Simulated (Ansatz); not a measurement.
```yaml
crystal:
  periodic: [false, false, false]
  atoms:
    - {symbol: N, position_ang: [-1.074838, 0.000825, -0.001465]}
    - {symbol: P, position_ang: [0.399838, -0.000307, 0.000545]}
    - {symbol: H, position_ang: [1.325525, 1.066981, -0.000671]}
    - {symbol: H, position_ang: [1.323880, -1.069013, 0.004281]}
basis:
  gaussian: {orbitals: def2-TZVP}
hamiltonian: {xc: pbe0}
relax: {f_tol: 0.004, max_steps: 80}
```

```sh
$ ansatz run in.yaml --threads 1 --pin off --events-out ev --progress --plain --max-ram 2176MiB
```

Steps of the relaxation (energy above the last step; positions in Å, forces in eV/Å):

```
4
step 1, 61.2 meV
N    -1.075    0.001   -0.001   -1.827    0.001   -0.002
P     0.400    0.000    0.001    2.177   -0.002    0.003
H     1.326    1.067   -0.001   -0.175    0.448   -0.001
H     1.324   -1.069    0.004   -0.175   -0.448    0.001
```

```
4
step 2, 9.7 meV
N    -1.067    0.001   -0.001   -0.898    0.001   -0.001
P     0.422    0.000    0.001    1.080   -0.001    0.001
H     1.310    1.109   -0.001   -0.091    0.080    0.000
H     1.309   -1.111    0.004   -0.091   -0.080    0.000
```

```
4
step 3, 0.0 meV
N    -1.068    0.001   -0.001   -0.018    0.000    0.000
P     0.435    0.000    0.001    0.056    0.000    0.000
H     1.305    1.123   -0.001   -0.019   -0.009    0.000
H     1.303   -1.125    0.004   -0.019    0.009    0.000
```

```
4
step 5, 0.0 meV
N    -1.068    0.001   -0.001    0.001    0.000    0.000
P     0.437    0.000    0.001    0.000    0.000    0.000
H     1.304    1.123   -0.001    0.000    0.000    0.000
H     1.302   -1.125    0.004    0.000    0.000    0.000
```

Close pairs at the end: P2–H4 1.419 Å, P2–H3 1.419 Å, N1–P2 1.504 Å.

A stationary point of restricted PBE0 after 5 steps (its stability towards spin polarisation wasn't tested); no frequencies were run, so it isn't proven a minimum. 3.5 s on 1 thread of Intel Xeon 6975P-C, shared host.
